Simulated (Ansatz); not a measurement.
# Worked example: correlation energy of H2Al–PH2, singlet

Geometry: a PBE0/def2-TZVP stationary point for this spin, not checked as a minimum.

| atom | x (Å) | y (Å) | z (Å) |
| --- | --- | --- | --- |
| Al | -0.0378 | 0.0000 | 1.2136 |
| P | 0.0900 | 0.0000 | -1.1052 |
| H | -0.0211 | -1.3802 | 1.9955 |
| H | -0.0211 | 1.3802 | 1.9955 |
| H | -0.8560 | -1.0483 | -1.2577 |
| H | -0.8560 | 1.0483 | -1.2577 |

Basis cc-pVTZ; Ansatz 0.2.0. Only valence electrons are correlated (noble-gas cores frozen), which leaves 12 electrons in 114 orbitals. Prefix R: restricted or restricted open-shell reference.

Full CI isn't at hand for all of this; RCCSDT(Q) serves as the reference, and is uncertain by about the last step of the cluster series.

Runs differ by some tens of microhartree through their thresholds, so steps under 0.03 kcal/mol mean nothing.

```tsv
level	total energy (hartree)
RHF	-585.001378
RMP2	-585.245340
RCCSD	-585.285395
RCCSD(T)	-585.295660
RCCSDT	-585.296843
RCCSDT(Q)	-585.297364
```

**Question.** What is the correlation energy at RCCSDT(Q), and what share of it do RMP2 and RCCSD(T) recover?

**Answer.** E(corr) = -585.297364 − (-585.001378) = -0.295986 hartree = -8.054 eV. RMP2: -0.243962 / -0.295986 = 82.42 %. RCCSD(T): -0.294282 / -0.295986 = 99.42 %.

**Question.** By how many kcal/mol does RCCSD(T) miss RCCSDT(Q) (1 hartree = 627.509 kcal/mol), and which steps make up the rest?

**Answer.** -585.295660 − (-585.297364) = 0.001704 hartree = 1.07 kcal/mol. Steps: RCCSDT − RCCSD(T) = -0.74, RCCSDT(Q) − RCCSDT = -0.33 kcal/mol. Differences between like states or geometries often cancel part of this.
